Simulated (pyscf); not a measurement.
H₃C–CH(CH₃)–O–Ge(OH)(OH)–OH (SMILES CC(C)[O][Ge]([OH])([OH])[OH]) -> HO–Ge(OH)(OH)–OH (SMILES [OH][Ge]([OH])([OH])[OH]) + H₂C=CH–CH₃ (SMILES C=CC) (elimination; singlet surface; C–O, C–H broken, H–O formed). Optimised with ωB97X-D3(BJ)/def2-SVP in PySCF. Rate constants from transition-state theory at the high-pressure limit, ωB97M-D3(BJ)/def2-TZVP energies (ideal gas, 1 atm, RRHO with modes under 100 cm⁻¹ raised to 100, one conformer, R ln 2 for rigid chiral ones; no tunnelling), k in s⁻¹.

| T (K) | 1000/T | log10 k |
|---|---|---|
| 298 | 3.354 | -28.77 |
| 600 | 1.667 | -7.45 |
| 900 | 1.111 | ? |
| 1200 | 0.833 | 3.31 |

### Question
Fit an Arrhenius line to the three values, give the activation energy, and predict k at 900 K.

### Answer
Least squares gives log10 k = 13.84 − 12.71 × 1000/T, so Ea = 12.71 × ln 10 × 1.987 = 58.2 kcal/mol, against an electronic barrier of 61.8. At 900 K the line gives -0.28; the computed value is -0.30 (ΔG‡ = 55.9 kcal/mol), close to the line. On the product side the descent ends in a complex, 5.7 kcal/mol under the separated species and 50.3 kcal/mol under the saddle at ωB97X-D3(BJ)/def2-TZVP. At ωB97X-D3(BJ) the barrier from the zero used here is 64.8 kcal/mol. One saddle was located; it need not be the lowest between these sides. Elements up to Kr have no core potential and no relativistic terms here.
